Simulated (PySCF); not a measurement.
PySCF input (M06-2X/6-311G**):

```python
import numpy as np, basis_set_exchange as bse
from pyscf import gto, scf, dft, df

basis = {'H': gto.basis.parse(bse.get_basis('6-311G**', elements=['H'], fmt='nwchem')), 'O': gto.basis.parse(bse.get_basis('6-311G**', elements=['O'], fmt='nwchem'))}
mol = gto.M(
    atom='''
    O     0.05728725    0.81312084   -0.03996413
    O     0.04221979   -0.70897730   -0.01520246
    H    -0.79605634   -0.83314830    0.44133267
    ''',
    basis=basis,
    charge=-1,
    verbose=4,
    max_memory=1839,
)
mf = dft.RKS(mol, xc='m062x')
mf.grids.level = 4
mf = mf.density_fit(auxbasis=df.autoaux(mol))
mf.conv_tol = 1e-9
mf.max_cycle = 100
print('smallest overlap eigenvalue', np.linalg.eigvalsh(mol.intor('int1e_ovlp'))[0])
mf.kernel()
dip = mf.dip_moment()
```

Output:

```
PySCF version 2.14.0

[INPUT] verbose = 4
[INPUT] num. atoms = 3
[INPUT] num. electrons = 18
[INPUT] charge = -1
[INPUT] spin (= nelec alpha-beta = 2S) = 0
[INPUT] symmetry False subgroup None
[INPUT] Mole.unit = angstrom
[INPUT] Symbol           X                Y                Z      unit          X                Y                Z       unit  Magmom
[INPUT]  1 O      0.057287250000   0.813120840000  -0.039964130000 AA    0.108257212929   1.536575693776  -0.075521260507 Bohr   0.0
[INPUT]  2 O      0.042219790000  -0.708977300000  -0.015202460000 AA    0.079783840137  -1.339772925534  -0.028728485820 Bohr   0.0
[INPUT]  3 H     -0.796056340000  -0.833148300000   0.441332670000 AA   -1.504328462324  -1.574422108147   0.833997876123 Bohr   0.0

nuclear repulsion = 28.8542273315371
number of shells = 20
number of NR pGTOs = 70
number of NR cGTOs = 42
basis = {'H': [[0, [33.865, 0.0254938], [5.09479, 0.190373], [1.15879, 0.852161]], [0, [0.32584, 1.0]], [0, [0.102741, 1.0]], [1, [0.75, 1.0]]], 'O': [[0, [8588.5, 0.00189515], [1297.23, 0.0143859], [299.296, 0.070732], [87.3771, 0.240001], [25.6789, 0.594797], [3.74004, 0.280802]], [0, [42.1175, 0.113889], [9.62837, 0.920811], [2.85332, -0.00327447]], [0, [0.905661, 1.0]], [0, [0.255611, 1.0]], [1, [42.1175, 0.0365114], [9.62837, 0.237153], [2.85332, 0.819702]], [1, [0.905661, 1.0]], [1, [0.255611, 1.0]], [2, [1.292, 1.0]]]}
ecp = {}
ETB for H: l = 0, exps = 0.205482 * 1.8^n , n = 0..10
ETB for H: l = 1, exps = 0.852741 * 2^n , n = 0..2
ETB for H: l = 2, exps = 1.5 * 2.2^n , n = 0..0
ETB for O: l = 0, exps = 0.511222 * 1.8^n , n = 0..13
ETB for O: l = 1, exps = 0.511222 * 1.8^n , n = 0..11
ETB for O: l = 2, exps = 0.511222 * 1.8^n , n = 0..10
ETB for O: l = 3, exps = 1.547611 * 2.2^n , n = 0..2
smallest overlap eigenvalue 0.020866743617512735

******** <class 'pyscf.df.df_jk.DFRKS'> ********
method = DFRKS
initial guess = minao
damping factor = 0
level_shift factor = 0
DIIS = <class 'pyscf.scf.diis.CDIIS'>
diis_start_cycle = 1
diis_space = 8
diis_damp = 0
SCF conv_tol = 1e-09
SCF conv_tol_grad = None
SCF max_cycles = 100
direct_scf = False
XC library pyscf.dft.libxc version 7.1.2
    S. Lehtola, C. Steigemann, M. J. T. Oliveira, and M. A. L. Marques,  SoftwareX 7, 1–5 (2018)
XC functionals = m062x
    Y. Zhao and D. G. Truhlar,  Theor. Chem. Acc. 120, 215 (2008)
    Y. Zhao and D. G. Truhlar,  Theor. Chem. Acc. 120, 215 (2008)
radial grids:
    Treutler-Ahlrichs [JCP 102, 346 (1995); DOI:10.1063/1.469408] (M4) radial grids

becke partition: Becke, JCP 88, 2547 (1988); DOI:10.1063/1.454033
pruning grids: <function nwchem_prune>
grids dens level: 4
symmetrized grids: False
atomic radii adjust function: <function treutler_atomic_radii_adjust>
small_rho_cutoff = 0
Set gradient conv threshold to 3.16228e-05
Initial guess from minao.
tot grids = 72232
******** <class 'pyscf.df.df.DF'> ********
auxbasis = {'H': [[0, [np.float64(73.3666746661153), 1]], [0, [np.float64(40.75926370339739), 1]], [0, [np.float64(22.644035390776324), 1]], [0, [np.float64(12.580019661542401), 1]], [0, [np.float64(6.988899811968), 1]], [0, [np.float64(3.8827221177600006), 1]], [0, [np.float64(2.1570678432), 1]], [0, [np.float64(1.198371024), 1]], [0, [np.float64(0.66576168), 1]], [0, [np.float64(0.3698676), 1]], [0, [np.float64(0.205482), 1]], [1, [np.float64(3.410964), 1]], [1, [np.float64(1.705482), 1]], [1, [np.float64(0.852741), 1]], [2, [np.float64(1.5), 1]]], 'O': [[0, [np.float64(1064.5157744558148), 1]], [0, [np.float64(591.3976524754527), 1]], [0, [np.float64(328.55425137525145), 1]], [0, [np.float64(182.53013965291748), 1]], [0, [np.float64(101.4056331405097), 1]], [0, [np.float64(56.336462855838725), 1]], [0, [np.float64(31.298034919910403), 1]], [0, [np.float64(17.387797177728), 1]], [0, [np.float64(9.659887320960001), 1]], [0, [np.float64(5.3666040672), 1]], [0, [np.float64(2.981446704), 1]], [0, [np.float64(1.65635928), 1]], [0, [np.float64(0.9201995999999999), 1]], [0, [np.float64(0.511222), 1]], [1, [np.float64(328.55425137525145), 1]], [1, [np.float64(182.53013965291748), 1]], [1, [np.float64(101.4056331405097), 1]], [1, [np.float64(56.336462855838725), 1]], [1, [np.float64(31.298034919910403), 1]], [1, [np.float64(17.387797177728), 1]], [1, [np.float64(9.659887320960001), 1]], [1, [np.float64(5.3666040672), 1]], [1, [np.float64(2.981446704), 1]], [1, [np.float64(1.65635928), 1]], [1, [np.float64(0.9201995999999999), 1]], [1, [np.float64(0.511222), 1]], [2, [np.float64(182.53013965291748), 1]], [2, [np.float64(101.4056331405097), 1]], [2, [np.float64(56.336462855838725), 1]], [2, [np.float64(31.298034919910403), 1]], [2, [np.float64(17.387797177728), 1]], [2, [np.float64(9.659887320960001), 1]], [2, [np.float64(5.3666040672), 1]], [2, [np.float64(2.981446704), 1]], [2, [np.float64(1.65635928), 1]], [2, [np.float64(0.9201995999999999), 1]], [2, [np.float64(0.511222), 1]], [3, [np.float64(7.490437240000001), 1]], [3, [np.float64(3.4047442000000006), 1]], [3, [np.float64(1.547611), 1]]]}
init E= -150.665475890941
  HOMO = -0.320909559392538  LUMO = -0.10275785037004  gap/eV = 5.93621
cycle= 1 E= -150.791721522758  delta_E= -0.126  |g|= 0.674  |ddm|= 1.28
  HOMO = 0.194625570666075  LUMO = 0.293836153077777  gap/eV = 2.69966
cycle= 2 E= -150.809035497102  delta_E= -0.0173  |g|= 0.681  |ddm|= 0.925
  HOMO = 0.0417468209161395  LUMO = 0.303147782615682  gap/eV = 7.11308
cycle= 3 E= -150.887760385512  delta_E= -0.0787  |g|= 0.0944  |ddm|= 0.435
  HOMO = 0.0390373982134036  LUMO = 0.303951014587746  gap/eV = 7.20867
cycle= 4 E= -150.888783662146  delta_E= -0.00102  |g|= 0.0526  |ddm|= 0.0635
  HOMO = 0.0356739947220589  LUMO = 0.307206718862332  gap/eV = 7.38878
cycle= 5 E= -150.889253489978  delta_E= -0.00047  |g|= 0.0056  |ddm|= 0.0298
  HOMO = 0.0342293416986062  LUMO = 0.307251505635875  gap/eV = 7.42931
cycle= 6 E= -150.88926403738  delta_E= -1.05e-05  |g|= 0.00101  |ddm|= 0.00804
  HOMO = 0.0342565633667279  LUMO = 0.307393470326581  gap/eV = 7.43243
cycle= 7 E= -150.889264871013  delta_E= -8.34e-07  |g|= 0.000183  |ddm|= 0.00336
  HOMO = 0.0342427326770892  LUMO = 0.307420577997199  gap/eV = 7.43355
cycle= 8 E= -150.889264924549  delta_E= -5.35e-08  |g|= 5.45e-05  |ddm|= 0.00104
  HOMO = 0.0342434336480468  LUMO = 0.307414809835805  gap/eV = 7.43337
cycle= 9 E= -150.889264927  delta_E= -2.45e-09  |g|= 1.48e-05  |ddm|= 0.0002
  HOMO = 0.0342445471840675  LUMO = 0.307414329037101  gap/eV = 7.43333
cycle= 10 E= -150.889264927189  delta_E= -1.89e-10  |g|= 1.44e-06  |ddm|= 6.84e-05
  HOMO = 0.0342445655626367  LUMO = 0.307414323612051  gap/eV = 7.43333
Extra cycle  E= -150.889264927191  delta_E= -1.99e-12  |g|= 6.42e-07  |ddm|= 3.8e-06
converged SCF energy = -150.889264927191

WARN: System has nonzero charge -1; the dipole moment is origin-dependent.
Location of origin: [0. 0. 0.]

Dipole moment(X, Y, Z, Debye): -1.47391, -1.94975,  0.82157
```
